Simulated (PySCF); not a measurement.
Compound: GaAs+, GaAs (charge +1 and quartet state).
SMILES: `[Ga+][As]`

Level of theory: PBE0-D3(BJ)/def2-SVP geometry optimisation, gas phase in PySCF.

Take the most abundant isotopes and a rigid rotor. 

Problem. What are the moment of inertia and the rotational constant?

Solution. I = 264.708 u·Å², B = 505379 MHz·u·Å²/I = 1909 MHz (0.0637 cm⁻¹, or 0.092 K as hB/k). For two atoms I = μr² with μ = 35.8993 u and r = 2.7154 Å.

Problem. List the first levels of a rigid rotor in a Σ state.

Solution. E(J) = BJ(J+1): J = 1: 0.127, J = 2: 0.382, J = 3: 0.764, J = 4: 1.274, J = 5: 1.911, J = 6: 2.675 cm⁻¹. For this open shell read J as N, the rotation without spin; fine and hyperfine splittings come on top.

Problem. Where do the first rotational lines fall?

Solution. The dipole is 2.72 D (about the centre of mass, as the species is charged); J+1 ← J lies at 2B(J+1): 1 ← 0 at 3.82 GHz, 2 ← 1 at 7.64 GHz, 3 ← 2 at 11.46 GHz, 4 ← 3 at 15.27 GHz, 5 ← 4 at 19.09 GHz, 6 ← 5 at 22.91 GHz.

Problem. Estimate the classical rotational partition function at 10 K, 50 K and 100 K.

Solution. Point group C∞v, symmetry number σ = 1; q = kT/(σhB), k/h = 20836.6 MHz/K: 109 at 10 K, 546 at 50 K, 1090 at 100 K.

Stationary, but not proved a minimum. ⟨S²⟩ = 3.757 (exact for a quartet: 3.75). Constants of a rigid frame at the computed geometry: no zero-point averaging, no centrifugal distortion.
